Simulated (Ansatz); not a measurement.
Zinc-blende ZnS was calculated with r²SCAN (Ansatz, a first-principles code, PAW).

The same calculation (at the measured cell, 19.782 Å³/atom) with different numerical settings:

| run | k mesh | gap on the mesh (eV) | total energy (eV/atom) |
|---|---|---|---|
| 1 | 4×4×4 | 2.644 | -2116.7045 |
| 2 | 6×6×6 | 2.652 | -2116.7240 |
| 3 | 8×8×8 | 2.652 | -2116.7251 |
| 4 | 12×12×12 | 2.652 | -2116.7252 |
| 5 | 16×16×16 | 2.652 | -2116.7252 |
| 6 | 20×20×20 | 2.652 | -2116.7252 |

In the column total energy (eV/atom) the first row differs from the last by +0.0207 and the next to last by 0.0000.

The last row is no converged limit: other settings stay fixed.
